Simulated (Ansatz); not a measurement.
Reaction (SMILES): FCF → F[CH-]F + H+
B3LYP-D3(BJ)/def2-TZVP geometries, fixed; electronic energies without zero-point terms.
Largest species:
```xyz
5

C      0.0044     0.0053     0.5043
F     -0.0170     1.1024    -0.3021
F      0.0119    -1.1085    -0.2792
H     -0.9025    -0.0002     1.1113
H      0.9218     0.0234     1.0951
```
Charge 0, spin multiplicity 1.

The deprotonation energy at CCSD(T) with Ansatz (a program for electronic structure), in kcal/mol, split into its Hartree-Fock and correlation parts. Cores are frozen. No added dispersion term, no relativity. Functions are those of the species that has most. These sets lack the diffuse functions that anions need.

```
basis    X  functions  Hartree-Fock  CCSD(T)
-------  -  ---------  ------------  -------
cc-pVDZ  2         52        424.06   425.37
cc-pVTZ  3        118        422.37   418.43
cc-pVQZ  4        225        419.76   413.24
```

Worked estimate of the basis-set limit from each neighbouring pair, with Hartree-Fock from the larger set and the correlation part extrapolated as X^-3.
Correlation parts: X = 2: 1.31, X = 3: -3.94, X = 4: -6.52.
- (2,3): (27·(-3.94) - 8·(1.31))/19 = -6.15; with Hartree-Fock 422.37 the estimate is 416.22 kcal/mol.
- (3,4): (64·(-6.52) - 27·(-3.94))/37 = -8.40; with Hartree-Fock 419.76 the estimate is 411.36 kcal/mol.
The last two estimates differ by 4.86 kcal/mol; the largest set lies 1.88 from the last. Over the last step Hartree-Fock moves by -2.61 and the correlation part by -2.58.
